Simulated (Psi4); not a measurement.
# One shape, several levels: quartet SiNH4

Wanted: a comparison of 3 runs (U-revPBE/def2-TZVP, UPBE/def2-TZVP, UTPSS/def2-TZVP) of quartet SiNH4. 

The calculation is run with Psi4 1.11.

2 further runs of the same task are left out: 2 set aside as unsound or not needed.

## (1) The molecule

SiNH4: 6 atoms, total charge 0, spin state quartet. As SMILES of the parent species, `[NH][SiH3]`. The coordinates come from a PBE0-D4/def2-TZVP relaxation. That shape belongs to the parent species and isn't relaxed for this state.

Bond lengths: N1–Si2 1.753 Å, N1–H3 1.023 Å, Si2–H4 1.491 Å, Si2–H5 1.491 Å, Si2–H6 1.481 Å. Angles: N1–Si2–H4 110.8°, N1–Si2–H5 109.1°, N1–Si2–H6 109.3°, Si2–N1–H3 111.9°, H4–Si2–H5 108.6°, H4–Si2–H6 109.5°, H5–Si2–H6 109.5°.

## (2) The energy at U-revPBE/def2-TZVP (run 1)

input.in

```
memory 2200 mb

molecule {
  0 4
  N      0.592100    -0.835200     0.909500
  Si    -0.203700     0.347600    -0.110000
  H      0.922800    -1.640700     0.372700
  H     -1.310600    -0.282300    -0.885500
  H      0.789500     0.911800    -1.068900
  H     -0.748100     1.434800     0.736200
  units angstrom
  symmetry c1
  no_reorient
  no_com
}

set globals {
  reference uks
  puream true
  e_convergence 1e-09
  d_convergence 1e-08
  scf_type pk
  dft_radial_points 99
  dft_spherical_points 590
  maxiter 100
}

e, wfn = energy("revpbe/def2-TZVP", return_wfn=True)
oeprop(wfn, "QUADRUPOLE", "LOWDIN_CHARGES", "WIBERG_LOWDIN_INDICES")
print_variables()
```

Run with:

```
$ psi4 -n 1 input.in input.out
```

input.out:

```text
[...]
  Running in c1 symmetry.
[...]
  Nuclear repulsion =   56.674425113493072
[...]
  Multiplicity = 4
[...]
  Nalpha       = 14
  Nbeta        = 11
[...]
    Number of basis functions: 92
[...]
   @UKS iter   1:  -346.08479827751870   -3.85167e-02   7.57864e-03 DIIS/ADIIS
[...]
   @UKS iter  15:  -346.31604142863205   -1.25056e-12   8.75612e-09 DIIS
[...]
   @S^2 Observed:                3.756923958E+00
[...]
    Orbital Energies [Eh]
    ---------------------
    Alpha Occupied:
       1A    -65.450402     2A    -14.123836     3A     -5.086636
       4A     -3.492973     5A     -3.490577     6A     -3.490122
       7A     -0.854034     8A     -0.533920     9A     -0.454360
      10A     -0.389597    11A     -0.387541    12A     -0.332165
      13A     -0.322985    14A     -0.059364
    Alpha Virtual:
      15A     -0.000599    16A      0.009188    17A      0.015070
      18A      0.025702    19A      0.123552    20A      0.125329
      21A      0.147917    22A      0.165465    23A      0.172731
      24A      0.192404    25A      0.241760    26A      0.243395
[...]
  @UKS Final Energy:  -346.31604142863205
   => Energetics <=
    Nuclear Repulsion Energy =             56.6744251134930721
    One-Electron Energy =                -589.2273814563700398
    Two-Electron Energy =                 215.3345839799333987
    DFT Exchange-Correlation Energy =     -29.0976690656885033
    Empirical Dispersion Energy =           0.0000000000000000
    VV10 Nonlocal Energy =                  0.0000000000000000
    Total Energy =                       -346.3160414286320474
[...]
 Multipole Moments:
 ------------------------------------------------------------------------------------
     Multipole            Electronic (a.u.)      Nuclear  (a.u.)        Total (a.u.)
 ------------------------------------------------------------------------------------
 L = 1.  Multiply by 2.5417464519 to convert [e a0] to [Debye]
 Dipole X            :         -1.6304986            1.7886258            0.1581272
 Dipole Y            :          0.8149103           -1.0514436           -0.2365334
 Dipole Z            :         -7.2941132            7.5229997            0.2288865
 Magnitude           :                                                    0.3651593
 L = 2.  Multiply by 1.3450342976 to convert [e a0^2] to [Debye ang]
 Quadrupole XX       :        -41.6478358           24.2374762          -17.4103596
 Quadrupole XY       :         22.0477301          -21.2496301            0.7981000
[...]
```

Wall time 49 s (1 thread of Intel Xeon Platinum 8175M at 2.50GHz (Skylake/Cascade Lake), shared host); peak memory 1.2 GiB.

## (3) The energy at UPBE/def2-TZVP (run 2)

h4nsi.xyz

```xyz
6
H4NSi
N      0.592100    -0.835200     0.909500
Si    -0.203700     0.347600    -0.110000
H      0.922800    -1.640700     0.372700
H     -1.310600    -0.282300    -0.885500
H      0.789500     0.911800    -1.068900
H     -0.748100     1.434800     0.736200
```

h4nsi.py

```python
import psi4

psi4.set_memory('2200 MB')
psi4.set_num_threads(1)
psi4.set_output_file('run.log', False)

with open('h4nsi.xyz') as f:
    atoms = ''.join(f.readlines()[2:])
molecule = psi4.geometry('0 4\n' + atoms + 'symmetry c1\nno_reorient\nno_com')

psi4.set_options({
    'reference': 'uks',
    'puream': True,
    'e_convergence': 1e-09,
    'd_convergence': 1e-08,
    'scf_type': 'pk',
    'dft_radial_points': 99,
    'dft_spherical_points': 590,
    'maxiter': 100,
})

energy_value, wavefunction = psi4.energy("pbe/def2-TZVP", return_wfn=True)
psi4.oeprop(wavefunction, "QUADRUPOLE", "MULLIKEN_CHARGES", "LOWDIN_CHARGES")
print(f'total energy {energy_value:.8f} hartree = {energy_value * 27.211386:.5f} eV')
```

Run with:

```
$ python h4nsi.py
```

run.log, cut to the lines that bear on the results:

```text
[...]
  Running in c1 symmetry.
[...]
  Nuclear repulsion =   56.674425113493072
[...]
  Multiplicity = 4
[...]
  Nalpha       = 14
  Nbeta        = 11
[...]
    Number of basis functions: 92
[...]
   @UKS iter   1:  -345.91366731906083   -6.62570e-03   7.96980e-03 ADIIS/DIIS
[...]
   @UKS iter  15:  -346.16834540883838   -1.70530e-12   8.37552e-09 DIIS
[...]
   @S^2 Observed:                3.756649502E+00
[...]
  @UKS Final Energy:  -346.16834540883838
   => Energetics <=
    Nuclear Repulsion Energy =             56.6744251134930721
    One-Electron Energy =                -589.2503425178954330
    Two-Electron Energy =                 215.3454899671431235
    DFT Exchange-Correlation Energy =     -28.9379179715791039
    Empirical Dispersion Energy =           0.0000000000000000
    VV10 Nonlocal Energy =                  0.0000000000000000
    Total Energy =                       -346.1683454088383769
[...]
 Multipole Moments:
 ------------------------------------------------------------------------------------
     Multipole            Electronic (a.u.)      Nuclear  (a.u.)        Total (a.u.)
 ------------------------------------------------------------------------------------
 L = 1.  Multiply by 2.5417464519 to convert [e a0] to [Debye]
 Dipole X            :         -1.6389465            1.7886258            0.1496793
 Dipole Y            :          0.8181420           -1.0514436           -0.2333016
 Dipole Z            :         -7.3317199            7.5229997            0.1912798
 Magnitude           :                                                    0.3367811
 L = 2.  Multiply by 1.3450342976 to convert [e a0^2] to [Debye ang]
 Quadrupole XX       :        -41.6678601           24.2374762          -17.4303839
 Quadrupole XY       :         22.0082553          -21.2496301            0.7586251
[...]
  Mulliken Charges: (a.u.)
   Center  Symbol    Alpha    Beta     Spin     Total
       1     N     3.98532  2.73539  1.24993  0.27929
       2    SI     7.78392  6.69898  1.08495 -0.48290
       3     H     0.66449  0.34588  0.31861 -0.01037
       4     H     0.53291  0.38112  0.15179  0.08597
       5     H     0.53332  0.38944  0.14388  0.07724
       6     H     0.50004  0.44919  0.05085  0.05077
   Total alpha = 14.00000, Total beta = 11.00000, Total charge = -0.00000
  Lowdin Charges: (a.u.)
   Center  Symbol    Alpha    Beta     Spin     Total
[...]
```

On the terminal:

```text
total energy -346.16834541 hartree = -9419.72047 eV
```

It took 47 s on 1 thread of Intel Xeon Platinum 8175M at 2.50GHz (Skylake/Cascade Lake), shared host; peak memory 1.1 GiB.

## (4) Energy and gradient at UTPSS/def2-TZVP (run 3)

job.dat

```
memory 2200 MB

molecule {
  0 4
  N      0.592100    -0.835200     0.909500
  Si    -0.203700     0.347600    -0.110000
  H      0.922800    -1.640700     0.372700
  H     -1.310600    -0.282300    -0.885500
  H      0.789500     0.911800    -1.068900
  H     -0.748100     1.434800     0.736200
  symmetry c1
  no_reorient
  no_com
}

set reference uks
set puream true
set e_convergence 1e-09
set d_convergence 1e-08
set scf_type pk
set dft_radial_points 99
set dft_spherical_points 590
set maxiter 100

gradient('tpss/def2-TZVP')
```

Run with:

```
$ psi4 -i job.dat -o job.out -n 1
```

job.out, cut to the lines that bear on the results:

```text
[...]
  Running in c1 symmetry.
[...]
  Nuclear repulsion =   56.674425113493072
[...]
  Multiplicity = 4
[...]
  Nalpha       = 14
  Nbeta        = 11
[...]
    Number of basis functions: 92
[...]
   @UKS iter   1:  -346.20065392474913   -6.77328e-02   7.50129e-03 ADIIS/DIIS
[...]
   @UKS iter  15:  -346.42965977580695   -1.36424e-11   8.57910e-09 DIIS
[...]
   @S^2 Observed:                3.759482032E+00
[...]
  @UKS Final Energy:  -346.42965977580695
   => Energetics <=
    Nuclear Repulsion Energy =             56.6744251134930721
    One-Electron Energy =                -589.1444761053262482
    Two-Electron Energy =                 215.2705270272806217
    DFT Exchange-Correlation Energy =     -29.2301358112544278
    Empirical Dispersion Energy =           0.0000000000000000
    VV10 Nonlocal Energy =                  0.0000000000000000
    Total Energy =                       -346.4296597758069538
[...]
 Multipole Moments:
 ------------------------------------------------------------------------------------
     Multipole            Electronic (a.u.)      Nuclear  (a.u.)        Total (a.u.)
 ------------------------------------------------------------------------------------
 L = 1.  Multiply by 2.5417464519 to convert [e a0] to [Debye]
 Dipole X            :         -1.6266727            1.7886258            0.1619530
 Dipole Y            :          0.8385655           -1.0514436           -0.2128781
 Dipole Z            :         -7.2004630            7.5229997            0.3225367
 Magnitude           :                                                    0.4190176
[...]
  -Total Gradient:
     Atom            X                  Y                   Z
    ------   -----------------  -----------------  -----------------
       1        0.001748117167    -0.005249803377    -0.008895438040
       2        0.033061291486    -0.058444108292     0.019400492761
       3       -0.024024765363     0.045423392024     0.002027283043
       4       -0.000384355923     0.010956324118    -0.005281974166
       5       -0.009147423759     0.005552140549    -0.004427312606
       6       -0.001254646667     0.001764574996    -0.002825327255
[...]
```

Run time: 2.4 min. Hardware: 1 thread of Intel Xeon Platinum 8175M at 2.50GHz (Skylake/Cascade Lake), shared host; peak memory 1.3 GiB.

## (5) Overview of the runs

```csv
run,level,task,energy (Eh),dipole moment (D),HOMO energy (eV),⟨S²⟩,wall time
1,U-revPBE/def2-TZVP,energy,-346.316041,0.93,-1.62,3.757,49 s
2,UPBE/def2-TZVP,energy,-346.168345,0.86,-1.66,3.757,47 s
3,UTPSS/def2-TZVP,gradient,-346.429660,1.07,-1.61,3.759,2.4 min
```

## (6) What came out

| quantity | value |
| --- | --- |
| run 3: total energy | -346.42966 Eh |
| run 3: dipole moment | 1.07 D |
| run 3: HOMO energy (highest over α and β) | -1.61 eV |
| run 3: ⟨S²⟩ | 3.759 |
| run 3: largest force on an atom | 3.594 eV/Å |

What this shows: The dipole moment (its size) runs from 0.86 D (UPBE/def2-TZVP) to 1.07 D (UTPSS/def2-TZVP). Totals of different functionals can't be ranked against each other. All runs together took 4 min, the longest 2.4 min.
